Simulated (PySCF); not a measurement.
HCN, optimised at GFN2-xTB:

```xyz
3

C     -0.0148    -0.0140     0.0168
N      0.6246     0.5891    -0.7055
H     -0.6097    -0.5751     0.6888
```

Computed with PySCF (xtb for GFN2) and rigid-rotor harmonic-oscillator thermochemistry at 1 bar. 6-31G* has spherical d functions here. All species are closed-shell singlets. B3LYP is the form with VWN-RPA correlation.

Task: List the harmonic frequencies (cm⁻¹, unscaled) at this level and at the other levels, each on its own geometry.

Result: 
- GFN2-xTB: 777, 777, 2295, 3286
- B3LYP/6-31G*: 770, 770, 2210, 3482
- HF/6-31G*: 887, 887, 2436, 3678
- PBE/def2-SVP: 730, 730, 2137, 3376
- PBE0/def2-TZVP: 776, 776, 2223, 3457
